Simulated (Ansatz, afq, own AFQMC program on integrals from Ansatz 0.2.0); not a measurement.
AFQMC on a folder of integrals that Ansatz 0.2.0 wrote.

```yaml
crystal:
  periodic: [false, false, false]
  atoms:
    - {symbol: B, position_ang: [0.000000, 0.172160, 0.739133]}
    - {symbol: N, position_ang: [0.000000, -0.217452, -0.580177]}
    - {symbol: H, position_ang: [0.000000, 0.986253, 1.641607]}
    - {symbol: H, position_ang: [0.000000, 0.188985, -1.507071]}
basis:
  gaussian: {orbitals: cc-pVDZ}
magnetization: {spin_polarized: true, initial_magnetization: 2}
correlation: {method: ccsd_t, electrons: outside_noble_gas, hamiltonian_folder: ham}
```

```sh
$ ansatz run in.yaml --threads 1 --pin off --events-out ev --progress --plain --max-ram 1382MiB
```

Options of the walk:

```
--method free --trial cisd --walkers 60 --time-step 0.03 --max-blocks 80 --target-error 0.00038 --factor-cut 1e-05 --seed 7822 --times 0,0.21,0.42,0.81,1.2,1.8,2.4,3 --taylor-order 8
```

Times are imaginary, in 1/Eh. The walk had a cap of 1086 s.

afq prints:

```
orbitals 36  electrons 6 4  factors 277 of 355
reference energy -80.16989231 Eh
CCSD correlation -0.22536461 Eh in 16 cycles, weight of the determinant in the CISD state 0.8992
repeat  energy at the last time / Eh  error
    10  -80.403354  0.001167
    20  -80.402659  0.000993
    30  -80.403600  0.000872
    40  -80.403888  0.000758
    50  -80.403639  0.000637
    60  -80.403521  0.000587
    70  -80.403527  0.000543
    80  -80.403677  0.000508
time / (1/Eh)  energy / Eh  error  mean overlap
  0.00  -80.395271  0.000117  1.1121
  0.21  -80.398948  0.000168  1.1107
  0.42  -80.400830  0.000198  1.1050
  0.81  -80.402079  0.000262  1.1086
  1.20  -80.402794  0.000274  1.1142
  1.80  -80.402734  0.000344  1.1179
  2.40  -80.403367  0.000365  1.0950
  3.00  -80.403677  0.000508  1.0686
energy -80.403677 +/- 0.000508 Eh
```

The run passed its tests (error under three times the target), which doesn't prove that it has relaxed.

Against this walk (error 13.8 meV) on the same determinant: CCSD(T) 58.6 meV higher, CCSDT(Q) 13.3 meV lower (within the noise). The error is statistical, and a free projection of finite length keeps a remainder of its start. None of these is a sure reference here.

Cautions: remainder of the start not in the error; error above the target (13.8 against 10.3 meV); lower spins were not checked.

The walk took 3.4 min on 1 thread of Intel(R) Xeon(R) Platinum 8375C CPU @ 2.90GHz (Ice Lake), with other jobs on the host. The log's last line is the free-projection energy.

CCSDT and higher add their correlation energy to the determinant of the CCSD(T) run, since their own runs factorise the integrals more tightly (a shift of under 2 meV). A walk keeps the symmetry of its determinant, which the program's search chose and which needn't be the lowest solution, so a lower state of the same spin and another symmetry isn't excluded.
